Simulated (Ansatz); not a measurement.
# C3H3F3: a ladder of functionals and wavefunction methods

The task here is to estimate one member of a computed series from the others.

Method: functionals in def2-TZVPP, the program's frozen cores in correlated methods; program: Ansatz 0.2.0, Gaussian basis.

Levels to be run: PBE-D4, r2SCAN-D4, PBE0-D4, B3LYP-D4, ωB97X-V, ωB97M-V, B2PLYP; CCSD(T)/def2-TZVPP; MP2/def2-QZVPP; extrapolation to the limit.

## The relaxed structure

The geometry comes from an earlier relaxation with PBE0-D4 in a triple-zeta def2 set; it is a stationary point, not always the lowest conformer.

9 atoms, charge 0, spin multiplicity 1.

Atoms are counted from 1 here; the program's logs count them from 0.

Bond lengths: C1–C2 1.318 Å, C1–H7 1.082 Å, C1–H8 1.081 Å, C2–F3 1.331 Å, C2–C4 1.494 Å, C4–F5 1.354 Å, C4–F6 1.354 Å, C4–H9 1.094 Å. Angles: C2–C1–H7 121.3°, C2–C1–H8 119.7°, H7–C1–H8 119.0°, C1–C2–F3 122.3°, C1–C2–C4 124.7°, F3–C2–C4 113.0°, C2–C4–F5 110.3°, C2–C4–F6 110.3°, C2–C4–H9 111.3°, F5–C4–F6 107.1°, F5–C4–H9 108.8°, F6–C4–H9 108.8°.

The first run:

File in.yaml:

```yaml
crystal:
  periodic: [false, false, false]
  atoms:
    - {symbol: C, position_ang: [0.335922, -1.342588, 0.309400]}
    - {symbol: C, position_ang: [0.491720, -0.097632, -0.095384]}
    - {symbol: F, position_ang: [1.658214, 0.365528, -0.538420]}
    - {symbol: C, position_ang: [-0.589166, 0.933952, -0.111559]}
    - {symbol: F, position_ang: [-0.775842, 1.400282, -1.369180]}
    - {symbol: F, position_ang: [-0.241407, 1.992095, 0.658741]}
    - {symbol: H, position_ang: [1.159229, -2.043939, 0.297041]}
    - {symbol: H, position_ang: [-0.630521, -1.674836, 0.661476]}
    - {symbol: H, position_ang: [-1.534049, 0.524736, 0.256886]}
basis:
  gaussian: {orbitals: def2-TZVPP}
hamiltonian: {xc: pbe, dispersion: d4}
output: {forces: true, orbitals: {seedname: orbitals}}
```

Among the steps run: PBE-D4 (GGA); r2SCAN-D4 (meta-GGA); PBE0-D4 (hybrid); B3LYP-D4 (hybrid); ωB97X-V (range-separated); ωB97M-V (range-separated); B2PLYP (double hybrid); CCSD(T) in def2-TZVPP; MP2 in def2-QZVPP.

One of the session's tables, all rows but one given; the rest of the session is left out.

It belongs to the step «Atomisation energies». 

| method | atomisation energy (kJ/mol) |
| --- | --- |
| PBE-D4 | 3885.9 |
| r2SCAN-D4 | ? |
| PBE0-D4 | 3759.2 |
| B3LYP-D4 | 3717.5 |
| ωB97X-V | 3732.8 |
| ωB97M-V | 3739.7 |
| B2PLYP | 3690.0 |
| HF/def2-TZVPP | 2627.0 |
| MP2/def2-TZVPP | 3748.8 |
| CCSD/def2-TZVPP | 3548.9 |
| CCSD(T)/def2-TZVPP | 3622.2 |
| MP2/CBS | 3846.1 |
| CCSD(T)/CBS | 3719.5 |

Estimate the missing values for r2SCAN-D4.

**Answer.** atomisation energy (kJ/mol): 3750.6. In the column «atomisation energy (kJ/mol)» it lies between MP2/def2-TZVPP (3748.8) and PBE0-D4 (3759.2).

Caveats from the session: Free atoms (3 C, 3 F, 3 H) were run apart at each level; the atomisation energy is their sum less the molecule, without zero-point or spin-orbit terms.
